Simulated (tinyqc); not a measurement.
Worked calculation: Hueckel theory of the pi electrons, for the molecule Oc1cccs1 (SMILES; centres numbered as the heavy atoms are written). Computed by tinyqc, a small Python program that keeps every step. Settings: charge = 0. Command: `OMP_NUM_THREADS=1 python tinyqc.py 28728 28729 out.jsonl` (the two numbers bound the seeds that draw the settings). One thread of a shared host (Intel(R) Xeon(R) Processor @ 2.60GHz), about 0.01 s of CPU time with the checks.

## The Hueckel matrix

Centres:
```
centre  z_r, pi electrons of the neutral centre         h
1O                                            2  2.000000
2C                                            1  0.000000
3C                                            1  0.000000
4C                                            1  0.000000
5C                                            1  0.000000
6S                                            2  1.000000
```

Bonds:
```
i  j         k
1  2  0.800000
2  3         1
3  4         1
4  5         1
5  6  0.650000
6  2  0.650000
```

H_rr = alpha + h_r beta, H_rs = k_rs beta for bonded centres.

Hueckel matrix in units of beta (H = alpha + beta A), order 1O, 2C, 3C, 4C, 5C, 6S:
```
[[2.000000, 0.800000, 0.000000, 0.000000, 0.000000, 0.000000],
 [0.800000, 0.000000, 1.000000, 0.000000, 0.000000, 0.650000],
 [0.000000, 1.000000, 0.000000, 1.000000, 0.000000, 0.000000],
 [0.000000, 0.000000, 1.000000, 0.000000, 1.000000, 0.000000],
 [0.000000, 0.000000, 0.000000, 1.000000, 0.000000, 0.650000],
 [0.000000, 0.650000, 0.000000, 0.000000, 0.650000, 1.000000]]
```

## Orbitals

pi electrons, sum of z_r less the charge = 8

Diagonalise; E = alpha + x beta with beta < 0, so the largest x are filled first; degenerate levels share their electrons. P = sum n_i c_ri c_si; each orbital has its largest coefficient positive (the first on a tie).

x values: [2.430255, 1.757509, 1.000000, 0.477256, -1.019398, -1.645623]

occupations: [2.000000, 2.000000, 2.000000, 2.000000, 0.000000, 0.000000]

coefficients, order 1O, 2C, 3C, 4C, 5C, 6S:
```
[[0.804782, -0.492689, 0.000000, 0.278872, -0.152700, 0.092176],
 [0.432827, 0.149341, 0.000000, -0.530813, 0.576328, -0.420049],
 [0.241264, 0.332425, -0.478537, -0.431428, -0.223682, 0.605082],
 [0.153506, 0.434899, -0.478537, 0.324912, -0.348307, -0.575688],
 [0.131796, 0.431914, 0.000000, 0.586494, 0.578746, 0.342283],
 [0.256601, 0.498760, 0.736210, -0.069236, -0.371793, 0.019106]]
```

charge and bond-order matrix P, order 1O, 2C, 3C, 4C, 5C, 6S:
```
[[1.936372, 0.253448, -0.179861, -0.000244, 0.113649, -0.117068],
 [0.253448, 0.982810, 0.766156, -0.082155, -0.379544, 0.444601],
 [-0.179861, 0.766156, 1.167685, 0.540856, -0.155308, -0.189449],
 [-0.000244, -0.082155, 0.540856, 1.094532, 0.797258, -0.236998],
 [0.113649, -0.379544, -0.155308, 0.797258, 1.095791, 0.417268],
 [-0.117068, 0.444601, -0.189449, -0.236998, 0.417268, 1.722810]]
```

## Energy, charges, bond orders

E = sum n x; q_r = z_r - P_rr; bond order p = P_rs; free valence = sqrt(3) - sum of p over the bonds of the atom.

pi energy = 8 alpha + this times beta = 11.330042

pi charges: [0.063628, 0.017190, -0.167685, -0.094532, -0.095791, 0.277190]

Bond orders and lengths from R = 1.517 - 0.180 p (angstrom, C-C alone):
```
bond         p         R
1-2   0.253448         -
2-3   0.766156  1.379092
3-4   0.540856  1.419646
4-5   0.797258  1.373493
5-6   0.417268         -
6-2   0.444601         -
```

free valence of the carbons: [0.267846, 0.425039, 0.393936, 0.517524]

gap between the highest filled and the next level = 1.496654 |beta|
